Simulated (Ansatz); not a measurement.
Input and output for C2H4N2S2 (`NC(=S)C(N)=S`).

```yaml
crystal:
  periodic: [false, false, false]
  atoms:
    - {symbol: N, position_ang: [-0.347846, -1.722220, -0.181925]}
    - {symbol: C, position_ang: [0.400081, -0.634817, -0.137005]}
    - {symbol: S, position_ang: [2.036405, -0.606419, -0.348305]}
    - {symbol: C, position_ang: [-0.400159, 0.634890, 0.136422]}
    - {symbol: N, position_ang: [0.347864, 1.722196, 0.182080]}
    - {symbol: S, position_ang: [-2.036395, 0.606403, 0.348383]}
    - {symbol: H, position_ang: [0.075700, -2.616577, -0.355678]}
    - {symbol: H, position_ang: [-1.347325, -1.611399, -0.035925]}
    - {symbol: H, position_ang: [-0.075609, 2.616479, 0.356391]}
    - {symbol: H, position_ang: [1.347275, 1.611444, 0.035565]}
basis:
  gaussian: {orbitals: 6-31G}
hamiltonian: {xc: {name: r2SCAN0}, dispersion: d3bjatm}
```

```sh
$ ansatz run in.yaml --threads 4 --pin off --events-out ev --progress --plain --max-ram 10444MiB
```

Output, abridged:

```
Functional definition: r2SCAN0
926 factors; integrals over basis functions are off by at most 1.8e-4 eV
mean field evaluation 1: about -26777.0890 eV, gradient 4.4e1 eV
mean field evaluation 2: about -26774.1037 eV, gradient 5.7e1 eV
mean field evaluation 4: about -26780.9615 eV, gradient 3.4e0 eV
mean field evaluation 8: about -26781.2284 eV, gradient 8.2e-2 eV
mean field evaluation 16: about -26781.2284 eV, gradient 2.0e-5 eV
mean field -26781.22840087 eV, -984.1919907634 hartree, gradient 2.0e-5 eV, S^2 0.000000; 0 other end points of the search recorded, 0 dependent functions left out
reference -26781.22840739 eV, -984.1919910030 hartree; 31, 31 occupied and 39, 39 virtual orbitals, 926 factors
Total energy: -26781.32954864 eV, -984.1957078753 hartree
```

Hardware: 4 threads of an Arm Neoverse V1 on a shared host. Wall time 2 s, peak host memory 0.18 GiB.
